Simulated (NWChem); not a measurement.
**C2H5B− (SMILES [BH2-]C=C) at 5 levels**

Aim: a comparison of 5 runs (UHF/STO-3G, UHF/3-21G, UB3LYP/6-31G*, UPBE/cc-pVDZ) of C2H5B−. 

The results are computed with NWChem 7.3.0.

## (1) Starting point

The species is C2H5B− (8 atoms), meant as a doublet with charge -1. As SMILES, `[BH2-]C=C`. The coordinates come from a GFN2-xTB relaxation.

Bond lengths: B1–C2 1.488 Å, C2–C3 1.392 Å, B1–H4 1.207 Å, B1–H5 1.213 Å, C2–H6 1.102 Å, C3–H7 1.088 Å, C3–H8 1.083 Å. Angles: B1–C2–C3 128.9°, B1–C2–H6 118.3°, C3–C2–H6 112.7°, C2–B1–H4 123.0°, C2–B1–H5 121.0°, C2–C3–H7 123.1°, C2–C3–H8 121.5°, H4–B1–H5 116.0°, H7–C3–H8 115.4°.

## (2) Energy and forces at UHF/STO-3G (run 1)

The input, struct.nw:

```
start struct
title "C2H5B"
memory 2200 mb
charge -1

geometry noautosym nocenter noautoz
   B       -0.810130       0.809440      -0.644060
   C        0.290240       0.287490       0.210610
   C        0.619240      -1.032740       0.503540
   H       -1.593090       0.092380      -1.217680
   H       -0.968170       2.001440      -0.801120
   H        0.963120       1.012180       0.697910
   H        1.449170      -1.309590       1.150630
   H        0.049630      -1.860600       0.100170
end

basis "ao basis" spherical bse
   * library STO-3G
end

scf
   doublet
   uhf
   thresh 1e-08
   maxiter 80
end

task scf gradient
```

Started as:

```
nwchem struct.nw > struct.out
```

Standard output:

```text
[...]
  functions       =    20
[...]
  wavefunction    = UHF
[...]
         Total SCF energy =   -101.876900964678
      One electron energy =   -257.096296090624
      Two electron energy =     97.907397255327
 Nuclear repulsion energy =     57.311997870619
                       Sz =      0.5000
                 Sz(Sz+1) =      0.7500
                      S^2 =      0.9388
[...]
                         UHF ENERGY GRADIENTS
    atom               coordinates                        gradient
                 x          y          z           x          y          z
   1 B      -1.530924   1.529620  -1.217097    0.002334  -0.004494   0.001875
   2 C       0.548474   0.543277   0.397995    0.014873  -0.028426   0.012409
   3 C       1.170194  -1.951596   0.951553   -0.003772   0.011411  -0.003446
   4 H      -3.010504   0.174573  -2.301082   -0.016676  -0.013176  -0.012326
   5 H      -1.829576   3.782173  -1.513897   -0.004111   0.026504  -0.003877
   6 H       1.820033   1.912743   1.318859    0.005902   0.007549   0.004106
   7 H       2.738534  -2.474766   2.174375    0.003990   0.000482   0.003165
   8 H       0.093787  -3.516024   0.189294   -0.002539   0.000149  -0.001906
[...]
```

Wall time 1.8 s (1 thread of Intel Xeon Platinum 8488C (Sapphire Rapids), shared host); peak memory 0.094 GiB.

## (3) Energy and gradient at UHF/3-21G (run 2)

The input, c2h5b.nw:

```
START c2h5b
TITLE "C2H5B gradient"
memory total 2200 mb
charge -1
GEOMETRY units angstroms noautosym nocenter noautoz
 B    -0.810130    0.809440   -0.644060
 C     0.290240    0.287490    0.210610
 C     0.619240   -1.032740    0.503540
 H    -1.593090    0.092380   -1.217680
 H    -0.968170    2.001440   -0.801120
 H     0.963120    1.012180    0.697910
 H     1.449170   -1.309590    1.150630
 H     0.049630   -1.860600    0.100170
END
BASIS spherical bse
 B library 3-21G
 C library 3-21G
 H library 3-21G
END
SCF
 doublet
 uhf
 thresh 1e-08
 maxiter 80
 print low
END
TASK scf gradient
```

Started as:

```
nwchem c2h5b.nw > c2h5b.out
```

Standard output:

```text
[...]
  functions       =    37
[...]
  wavefunction    = UHF
[...]
         Total SCF energy =   -102.679792113668
      One electron energy =   -255.625070350802
      Two electron energy =     95.633280366515
 Nuclear repulsion energy =     57.311997870619
                       Sz =      0.5000
                 Sz(Sz+1) =      0.7500
                      S^2 =      0.8821
[...]
                         UHF ENERGY GRADIENTS
    atom               coordinates                        gradient
                 x          y          z           x          y          z
   1 B      -1.530924   1.529620  -1.217097    0.006086  -0.007655   0.004850
   2 C       0.548474   0.543277   0.397995   -0.016216  -0.000827  -0.012115
   3 C       1.170194  -1.951596   0.951553   -0.001746   0.008593  -0.001941
   4 H      -3.010504   0.174573  -2.301082    0.002955   0.004705   0.002072
   5 H      -1.829576   3.782173  -1.513897    0.000425  -0.003337   0.000483
   6 H       1.820033   1.912743   1.318859    0.006089   0.003455   0.004397
   7 H       2.738534  -2.474766   2.174375    0.003681  -0.002283   0.003054
   8 H       0.093787  -3.516024   0.189294   -0.001274  -0.002652  -0.000800
 Task  times  cpu:        1.5s     wall:        1.5s
 Total times  cpu:        1.5s     wall:        1.5s
```

Run time: 2.2 s. Hardware: 1 thread of Intel Xeon Platinum 8488C (Sapphire Rapids), shared host; peak memory 0.094 GiB.

Runs 3 to 4 aren't shown in full; the table further down has their settings and results.

## (4) Energy and forces at UPBE/cc-pVDZ (run 5)

The input, run.py:

```python
from ase import Atoms
from ase.calculators.nwchem import NWChem

molecule = Atoms(['B', 'C', 'C', 'H', 'H', 'H', 'H', 'H'], positions=[
    [-0.810130, 0.809440, -0.644060],
    [0.290240, 0.287490, 0.210610],
    [0.619240, -1.032740, 0.503540],
    [-1.593090, 0.092380, -1.217680],
    [-0.968170, 2.001440, -0.801120],
    [0.963120, 1.012180, 0.697910],
    [1.449170, -1.309590, 1.150630],
    [0.049630, -1.860600, 0.100170],
])

calc = NWChem(
    label='c2h5b',
    theory='dft',
    memory='2200 mb',
    basis='cc-pVDZ',
    basispar='spherical bse',
    charge=-1,
    dft={'xc': 'xpbe96 cpbe96', 'mult': '2', 'grid': 'xfine', 'convergence': 'energy 1e-08', 'iterations': '100', 'mulliken': None},
)
molecule.calc = calc

forces = molecule.get_forces()
print(f"energy = {molecule.get_potential_energy():.6f} eV")
print("forces (eV/A):")
for s, f in zip(molecule.symbols, forces):
    print(f"{s:2s} {f[0]:10.5f} {f[1]:10.5f} {f[2]:10.5f}")
```

Started as:

```
export ASE_NWCHEM_COMMAND="nwchem PREFIX.nwi > PREFIX.nwo"
python run.py
```

Standard output:

```text
energy = -2826.218351 eV
forces (eV/A):
B    -0.23443    0.43292   -0.19206
C     0.33193   -0.38906    0.25819
C     0.13128    0.24575    0.09811
H    -0.42793   -0.52106   -0.30833
H    -0.06325    0.60606   -0.06891
H     0.22513    0.33548    0.16481
H     0.50887   -0.12634    0.38865
H    -0.47159   -0.58379   -0.34041
```

The calculator wrote c2h5b.nwi:

```
title "c2h5b"

permanent_dir c2h5b

scratch_dir c2h5b

start c2h5b

geometry units angstrom nocenter noautosym noautoz
  B  -8.1013000000000002e-01 8.0944000000000005e-01 -6.4405999999999997e-01
  C  2.9024000000000000e-01 2.8749000000000002e-01 2.1060999999999999e-01
  C  6.1924000000000001e-01 -1.0327400000000000e+00 5.0353999999999999e-01
  H  -1.5930899999999999e+00 9.2380000000000004e-02 -1.2176800000000001e+00
  H  -9.6816999999999998e-01 2.0014400000000001e+00 -8.0112000000000005e-01
  H  9.6311999999999998e-01 1.0121800000000001e+00 6.9791000000000003e-01
  H  1.4491700000000001e+00 -1.3095900000000000e+00 1.1506300000000000e+00
  H  4.9630000000000001e-02 -1.8606000000000000e+00 1.0017000000000000e-01
end

charge -1

memory 2200 mb

basis spherical bse noprint
   * library cc-pVDZ
end

dft
  xc xpbe96 cpbe96
  mult 2
  grid xfine
  convergence energy 1e-08
  iterations 100
  mulliken
end

task dft gradient
```

c2h5b.nwo, shortened:

```text
[...]
      One electron energy =     -256.649678403544
[... 2 lines left out ...]
 Nuclear repulsion energy =       57.311997870619
[... 1068 lines left out ...]
          Convergence on energy requested:  1.00D-08
[... 21 lines left out ...]
          Spatial weights used:  Erf1
[...]
  wavefunction    = open shell
                         DFT ENERGY GRADIENTS
    atom               coordinates                        gradient
                 x          y          z           x          y          z
   1 B      -1.530924   1.529620  -1.217097    0.004559  -0.008419   0.003735
   2 C       0.548474   0.543277   0.397995   -0.006455   0.007566  -0.005021
   3 C       1.170194  -1.951596   0.951553   -0.002553  -0.004779  -0.001908
[... 4 lines of this table left out ...]
   8 H       0.093787  -3.516024   0.189294    0.009171   0.011353   0.006620
[...]
```

Wall time 74 s (1 thread of Intel Xeon Platinum 8488C (Sapphire Rapids), shared host); peak memory 0.13 GiB.

## (5) The series

| run | level | iteration cap | module | energy (Eh) | HOMO energy (eV) | LUMO energy (eV) | ⟨S²⟩ | wall time |
| --- | --- | --- | --- | --- | --- | --- | --- | --- |
| 1 | UHF/STO-3G | 80 | scf | -101.876901 | 3.02 | 15.53 | 0.939 | 1.8 s |
| 2 | UHF/3-21G | 80 | scf | -102.679792 | – | – | 0.882 | 2.2 s |
| 3 | UB3LYP/6-31G* (spherical functions) | 100 | dft | -104.014658 | 2.62 | 5.34 | 0.764 | 48 s |
| 4 | UB3LYP/6-31G* (Cartesian functions) | 100 | dft | -104.016729 | 2.62 | 5.35 | 0.764 | 51 s |
| 5 | UPBE/cc-pVDZ | 100 | dft | -103.861610 | 2.85 | 4.03 | 0.758 | 74 s |

## (6) Outcome

```
                                 quantity          value
                      run 5: total energy  -103.86161 Eh
run 5: HOMO energy (highest over α and β)        2.85 eV
 run 5: LUMO energy (lowest over α and β)        4.03 eV
                              run 5: ⟨S²⟩          0.758
          run 5: largest force on an atom     0.824 eV/Å
```

In words: Totals of different functionals can't be ranked against each other. In runs 1, 3, 4, 5 the HOMO lies above zero, so the outermost electron may be held by the basis alone. In run 1 the basis is minimal, so the values are rough. Spin contamination of the reference: run 1 ⟨S²⟩ = 0.94, run 2 ⟨S²⟩ = 0.88. All runs together took 3 min, the longest 74 s.
